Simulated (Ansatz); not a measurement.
BaY₂: from a trial structure to a relaxed crystal

Computed with DFT PBE, scalar-relativistic, plane waves, PAW (Ansatz).

The start puts BaY₂ on the rutile structure type (P4_2/mnm, No. 136), with Ba in place of Ti, Y in place of O, at a guessed volume.

The final relaxation ran on this input, with the default PAW datasets:

```yaml
crystal:
  lattice:
    - [6.376821457, 0.0, 0.0]
    - [0.0, 6.376821457, 0.0]
    - [0.0, 0.0, 6.2161688774]
  atoms:
    - { symbol: Ba, position: [0.0, 0.0, 0.0] }
    - { symbol: Ba, position: [0.5, 0.5, 0.5] }
    - { symbol: "Y", position: [0.3291896852, 0.3291896852, 0.0] }
    - { symbol: "Y", position: [0.1708103148, 0.8291896852, 0.5] }
    - { symbol: "Y", position: [0.6708103148, 0.6708103148, 0.0] }
    - { symbol: "Y", position: [0.8291896852, 0.1708103148, 0.5] }
basis:
  ecutwfc: 420
kpoints:
  mp_grid: { grid: [6, 6, 6] }
hamiltonian:
  xc: pbe
scf:
  occupations: { method: gaussian, width: 0.1 }
output:
  forces: true
  stress: true
  eigenvalues: true
relax:
  adjacent_minimum: "off"
  f_tol: 0.01
  max_steps: 80
  cell: { stress_tol: 0.05 }
```

Launched as:

```bash
ansatz run input.yaml --threads 1 --pin off --max-ram 2560MiB --backend cpu --events-out ev --progress --plain --runs-dir out
```

The run took 78 s on 1 thread of Arm Neoverse V2, on a shared host, peak memory 0.63 GiB.

End of the output:

```
SCF converged after 5 iterations
Free energy (F): -27287.483788 eV
Harris-Foulkes:  -27287.483788 eV  (|F-HF|=0.00e0)
Internal energy: -27287.434468 eV  (E = F + TS)
E sigma→0 (E₀):  -27287.459128 eV
Entropy (-TS):   -0.049320 eV (-8.220 meV/atom)
Fermi energy:    7.394334 eV
--- Per-component energies (eV) ---
  E_band       = -714.957496
  E_kinetic    = 1558.707869
  E_local      = -3732.195290  (includes V_loc(G=0)·N_el)
  E_nonlocal   = 318.573875
  E_hartree    = 1244.361700
  E_xc         = -1025.642817
  E_vxc        = -1063.224747  (∫ρ·V_xc dr)
  E_paw        = -21754.364770  (= ΣΔE_a)
  E_vpaw       = -285.542636  (= ΣTr[D̂ρ^β])
  E_aug_tail   = 0.000009  (compensation charges beyond the density's cutoff)
  E_ewald      = -3896.875043
  E_smearing   = -0.049320  (= −TS)
  E_closure    =  0.000000  (closes the sum)
  Σ components = -27287.483788   (vs F -27287.483788, Δ=0.00e0)
--- Forces (eV/Å), atoms counted from 1 ---
  atom   1  Ba     0.00000000     0.00000000     0.00000000
  atom   2  Ba     0.00000000     0.00000000     0.00000000
  atom   3  Y      0.00868845     0.00868845     0.00000000
  atom   4  Y     -0.00868845     0.00868845     0.00000000
  atom   5  Y     -0.00868845    -0.00868845     0.00000000
  atom   6  Y      0.00868845    -0.00868845     0.00000000
  max |Σ_I F_I| component: 1.39e-17 eV/Å
--- Stress (GPa, compression-positive) ---
       -0.020272       0.000000       0.000000
        0.000000      -0.020272       0.000000
        0.000000       0.000000      -0.048507
  P = ⅓ Tr σ = -0.0297 GPa (-0.297 kbar)
--- Relaxed structure (2 steps of the walk, 2 accepted, 1 SCFs on fresh bases) ---
  F+E_penalty+E_count = -27287.48378792 eV   max|allowed force component| = 8.688e-3 eV/Å   (the final SCF, on the basis selected at the relaxed cell)
  cell:  # Å, volume = 253.0522 Å³
    - [6.383817, 0.000000, 0.000000]
    - [0.000000, 6.383817, 0.000000]
    - [0.000000, 0.000000, 6.209394]
  atoms:
    - { symbol: Ba, position: [0.000000, 0.000000, 0.000000] }
    - { symbol: Ba, position: [0.5, 0.5, 0.5] }
    - { symbol: Y, position: [0.328493, 0.328493, 0.000000] }
    - { symbol: Y, position: [0.171507, 0.828493, 0.5] }
    - { symbol: Y, position: [0.671507, 0.671507, 0.000000] }
    - { symbol: Y, position: [0.828493, 0.171507, 0.5] }
```

Total energies depend on the potentials used, so only differences within one code and one set of settings carry meaning.

The result has space group P4_2/mnm (No. 136). Ba is coordinated by 2 Y at 2.97 Å and 4 Y at 3.47 Å; Y has 1 Ba at 2.97 Å, 1 Y at 3.10 Å and 2 Ba at 3.47 Å.

Against the elements it lies at 1.05 eV/atom. Energies over the elements count from the elements' standard structures at the same level, with no empirical corrections.

For metals, differences of a few meV/atom aren't resolved.

A structure relaxed within its symmetry needn't be a true minimum.